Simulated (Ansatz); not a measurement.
System: hcp Sc. Method: r²SCAN (Ansatz, an electronic-structure program, PAW).

Settings: plane-wave cutoff 500 eV, 5×5×5 k mesh, Fermi–Dirac smearing 0.1 eV, cell of 36 sites, scalar-relativistic PAW data made under PBE.

### Question
What does this level give for the vacancy formation energy and vacancy formation energy before relaxation?

### Answer

* **vacancy formation energy**: 2.13 eV
* **vacancy formation energy before relaxation**: 2.22 eV

Note: energies are extrapolated to zero smearing, and mesh and cell size move such values by some hundredths of an eV or more.

Static lattice: no zero-point or thermal effects.
